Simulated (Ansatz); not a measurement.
# The H− ion: basis-set convergence

How large a basis does the H− ion need? Two functionals and correlated methods are run in growing sets.

Computed with Ansatz 0.2.0, Gaussian basis. Level: one geometry, several basis sets.

Levels to be run: PBE0/def2-SVPD; ωB97M-V/def2-SVPD; PBE0/def2-QZVPPD; ωB97M-V/def2-QZVPPD; CCSD(T)/cc-pV(D+d)Z; CCSD(T)/cc-pV(T+d)Z; CCSD(T)/cc-pV(Q+d)Z; the functionals' def2-TZVPPD values are taken from earlier runs.

### Step 1. The atom

1 atom, charge -1, spin multiplicity 1.

### Step 2. PBE0 in def2-SVPD

in.yaml reads:

```yaml
crystal:
  periodic: [false, false, false]
  atoms:
    - {symbol: H, position_ang: [0.000000, 0.000000, 0.000000]}
basis:
  gaussian: {orbitals: def2-SVPD}
total_charge: -1
hamiltonian: {xc: pbe0}
output: {orbitals: {seedname: orbitals}}
```

After this run come: ωB97M-V in def2-SVPD; PBE0 in def2-QZVPPD; ωB97M-V in def2-QZVPPD; CCSD(T) in cc-pV(D+d)Z; CCSD(T) in cc-pV(T+d)Z; CCSD(T) in cc-pV(Q+d)Z.

Q: Predict the results of all the runs planned. Wanted: PBE0: double and triple zeta above quadruple; ωB97M-V: double and triple zeta above quadruple.

**Answer**, as computed:

| quantity | value |
| --- | --- |
| PBE0: double and triple zeta above quadruple | 0.85, 0.32 eV |
| ωB97M-V: double and triple zeta above quadruple | 1.07, 0.40 eV |

What this shows: PBE0 gains 0.53 eV from double to triple zeta, then 0.32 eV more. The cc sets have no diffuse functions, which an anion needs, so their series heads for a limit that is too high and is not analysed further. Total energies overstate the basis error of differences, where much of it tends to cancel. The LUMO of ωB97M-V is positive and keeps falling with the basis (14.04 to 10.41 eV): an unbound level that the basis holds in place.
